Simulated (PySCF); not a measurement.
# A PySCF run on AlO⁺

State: ¹Σ⁺ (singlet), closed shell, a second solution, started from another occupation.

An equivalent input (the run itself took its basis sets from the Basis Set Exchange, started from a PBE0 density and held the occupation σ 6α 6β, πx 2α 2β, πy 2α 2β):

```python
from pyscf import gto, dft
mol = gto.M(atom='Al 0 0 0; O 0 0 1.741', basis={'Al': 'def2-TZVP', 'O': 'def2-TZVP'},
            charge=1, spin=0, verbose=4, symmetry='C2v')
mf = dft.UKS(mol, xc='PBE0')
mf.grids.atom_grid = (80, 434)
mf.grids.prune = dft.gen_grid.treutler_prune
mf.irrep_nelec = {'A1': (6, 6), 'B1': (2, 2), 'B2': (2, 2)}
mf.conv_tol = 1e-9
mf.max_cycle = 60
mf.diis_space = 10
mf.kernel()
```

The log (some set-up lines and the per-cycle HOMO/LUMO lines removed):

```
******** <class 'pyscf.dft.uks_symm.SymAdaptedUKS'> ********
method = SymAdaptedUKS
damping factor = 0
level_shift factor = 0
DIIS = <class 'pyscf.scf.diis.CDIIS'>
diis_start_cycle = 1
diis_space = 10
diis_damp = 0
SCF conv_tol = 1e-09
SCF conv_tol_grad = None
SCF max_cycles = 60
number electrons alpha = 10  beta = 10
Set gradient conv threshold to 3.16228e-05
init E= -317.069009805691
cycle= 1 E= -317.061447377741  delta_E= 0.00756  |g|= 0.00537  |ddm|= 0.00965
cycle= 2 E= -317.061248266449  delta_E= 0.000199  |g|= 0.0215  |ddm|= 0.0204
cycle= 3 E= -317.061463500197  delta_E= -0.000215  |g|= 0.00118  |ddm|= 0.0161
cycle= 4 E= -317.061463940949  delta_E= -4.41e-07  |g|= 0.000546  |ddm|= 0.00119
cycle= 5 E= -317.061464094921  delta_E= -1.54e-07  |g|= 0.000113  |ddm|= 0.000457
cycle= 6 E= -317.061464102471  delta_E= -7.55e-09  |g|= 1.04e-05  |ddm|= 0.000146
cycle= 7 E= -317.061464102553  delta_E= -8.27e-11  |g|= 1.97e-06  |ddm|= 2.01e-05
Extra cycle  E= -317.061464102527  delta_E= 2.6e-11  |g|= 7.69e-06  |ddm|= 6.69e-06
converged SCF energy = -317.061464102527  <S^2> = -7.1054274e-15  2S+1 = 1
```

Repeating this along the bond gives Re = 1.593 Å and ωe = 1029 cm⁻¹.

A point of this curve took 1.7 CPU seconds beside 0.16 for the integrals, on Arm Neoverse V1 (shared host).
